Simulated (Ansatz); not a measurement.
BClH$_{2}$N (`N[B]Cl`) radical. The species carries charge 0 and has multiplicity 2. Geometry: relaxed with PBE0-D4/def2-TZVP. It is one conformer, not always the lowest.

```xyz
5

N    -0.373    0.108    0.460
B    -0.098    0.051   -0.888
Cl    1.442   -0.423   -1.559
H    -1.273    0.386    0.812
H     0.301   -0.123    1.175
```

What is the dipole moment at ωB97M-V/def2-TZVPP? (Best estimate.)

Ansatz gave: 2.64 D, with components (-0.80, 0.20, 2.51) D in this frame, pointing from negative to positive charge.

And with PBE, r2SCAN, B3LYP? (Best estimate.)

The calculation gave: PBE 2.64 D, r2SCAN 2.68 D, B3LYP 2.62 D.

Give the Mulliken charges with ωB97M-V, B3LYP, r2SCAN in def2-TZVPP. (Best estimate.)

The calculation gave: 
```tsv
atom	ωB97M-V	B3LYP	r2SCAN
N1	-0.17	-0.21	-0.27
B2	0.01	0.03	0.07
Cl3	-0.14	-0.16	-0.17
H4	0.16	0.18	0.20
H5	0.14	0.16	0.17
```

B3LYP here is the variant with VWN-RPA as its local correlation; programs differ in this.
